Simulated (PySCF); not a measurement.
# How methods differ on the electron affinity of Al

Al⁻ [Ne] 3s2 3p2 (3P) → Al [Ne] 3s2 3p1 (2P), as a difference of total energies. Calculation: PySCF 2.14, in dyall-acv3z; the non-relativistic Hamiltonian (point nucleus). Correlated levels: valence and next inner shell: 1s2 frozen; virtual orbitals above 40 to 60 times the deepest correlated orbital energy dropped. The calculations carry no spin-orbit coupling.

```
                                method  electron affinity (eV)
                                   UHF                   0.013
    MP2 (valence and next inner shell)                   0.348
SCS-MP2 (valence and next inner shell)                   0.250
   CCSD (valence and next inner shell)                   0.360
CCSD(T) (valence and next inner shell)                   0.408
```

Errors of the correlated levels include the incompleteness of this basis and the frozen core.

Question: Which method comes closest to the reference value, and which is furthest?

Answer: The reference is 0.433 eV (measured; photodetachment measurements, as compiled on the Wikipedia data page of electron affinities). Closest: CCSD(T) (valence and next inner shell) (error -0.025 eV); furthest: UHF (error -0.420 eV).
